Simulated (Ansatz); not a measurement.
```yaml
crystal:
  periodic: [false, false, false]
  atoms:
    - {symbol: C, position_ang: [-0.425711, 0.770393, -0.635574]}
    - {symbol: C, position_ang: [0.644860, -0.427995, -0.246947]}
    - {symbol: Al, position_ang: [0.813481, -1.229893, 1.470994]}
    - {symbol: H, position_ang: [-1.664465, 0.422061, -0.503858]}
    - {symbol: H, position_ang: [-0.599599, 1.090159, -1.831397]}
    - {symbol: H, position_ang: [-0.479728, 1.502056, 0.356628]}
    - {symbol: H, position_ang: [0.628088, -1.361822, -0.728315]}
    - {symbol: H, position_ang: [1.429874, -0.260171, -0.102261]}
    - {symbol: H, position_ang: [-0.380287, -0.592699, 2.862288]}
basis:
  gaussian: {orbitals: def2-TZVPD, fitting: {mean_field: cc-pVTZ-jkfit}}
magnetization: {spin_polarized: true, initial_magnetization: 2}
hamiltonian: {xc: {name: CAM-B3LYP}}
scf: {lower_state_search: off}
```

```sh
$ ansatz run in.yaml --threads 2 --pin off --events-out ev --progress --plain --max-ram 32768MiB --backend cpu
```

Shortened log:

```
Error: a molecule whose nuclei and cores have a total charge of 31 cannot have a net charge of 0 together with 2 unpaired electrons
```

(1) Something in this input is off. What?

Results:

(1) The number of unpaired electrons doesn't fit the electron count. The program refused the input.
